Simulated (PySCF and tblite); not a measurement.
Values are calculated unless marked as measured or tabulated.
C₂H₄ClF, numbered as in [F:1][CH2:2][CH2:3][Cl:4]. The same 2 conformers on PBE0-D3(BJ)/def2-SVP geometries, with only the functional of the single-point energies changed (basis set def2-TZVP, solvent none (gas phase), D3(BJ) where defined; PySCF).

Torsions listed: F1–C2–C3–Cl4. Of a mirror pair one member is shown.

```json
{"conformer": "1", "shape": "-66°", "symmetry": "C1 (pair)", "dipole D": "2.68"}
{"conformer": "2", "shape": "180°", "symmetry": "Cs", "dipole D": "0.12"}
```

Energies (kcal/mol) above conformer 1 and its weight at 298.15 K (thermal terms from GFN2-xTB):

| functional | E(2) − E(1) | weight of 1 (%) |
| --- | --- | --- |
| PBE0 | -0.33 | 55 |
| PBE | ? | ? |
| CAM-B3LYP | -0.39 | 53 |
| M06-2X | -0.35 | 54 |
| B3LYP | -0.42 | 51 |
| r2SCAN | -0.24 | 59 |
| HSE06 | -0.34 | 55 |

What does PBE give?

E(2) − E(1) = -0.27 kcal/mol, weight of conformer 1 58 %.

How much does the choice of functional matter?

The widest range is that of E(2) − E(1), which runs from -0.42 (B3LYP) to -0.24 kcal/mol (r2SCAN), a spread of 0.18, against RT = 0.59.
